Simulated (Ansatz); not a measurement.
A run for Ansatz (a quantum-chemistry and plane-wave program): R-wB97M-V/def2-TZVPPD on CH5N (SMILES CN) with ghost functions. Files ending in .json are basis or fitting sets from the Basis Set Exchange.

Ansatz 0.2 input:
```yaml
crystal:
  periodic: [false, false, false]
  atoms:
    - {symbol: N, position_ang: [-1.48178358, -0.95453084, -0.33176841]}
    - {symbol: H, position_ang: [-1.57747058, -1.92336184, -0.05591541]}
    - {symbol: H, position_ang: [-2.07092358, -0.84109584, -1.14652841]}
    - {symbol: C, position_ang: [-1.96522858, -0.08645084, 0.74860859]}
    - {symbol: H, position_ang: [-1.86107958, 0.95061516, 0.44075659]}
    - {symbol: H, position_ang: [-3.00305658, -0.25985484, 1.03973959]}
    - {symbol: H, position_ang: [-1.33334258, -0.22613584, 1.62184959]}
basis:
  gaussian:
    orbitals: def2-TZVPPD.json
    ghost_atoms:
      - {symbol: O, position_ang: [3.02559342, 0.97066816, -0.29740541]}
      - {symbol: H, position_ang: [2.20807542, 0.47439616, -0.47055841]}
      - {symbol: H, position_ang: [3.60749442, 0.71217016, -1.01315141]}
hamiltonian:
  xc: {name: wB97M-V}
scf: {lower_state_search: off}
```

The head of its log:

```
WARN ansatz: RAYON_NUM_THREADS=1 ignored (pool sized by the plan → 1); use --threads N
Functional definition: wB97M-V
these checks for a lower state are left out or cut short: stability, starts, cluster_reference, orbital_swaps, neighbouring_geometries, increment
integrals: 0.12 GiB planned
934 factors; their error is unknown
integrals: 0.16 GiB planned
319 factors; integrals over basis functions are off by at most 3.7e-5 eV
mean field: 1.22 GiB planned
mean field evaluation 1: about -2604.1607 eV, gradient 4.4e1 eV
mean field evaluation 2: about -2604.9228 eV, gradient 4.0e1 eV
```

Give the final energy of this run.

-95.8420 hartree.
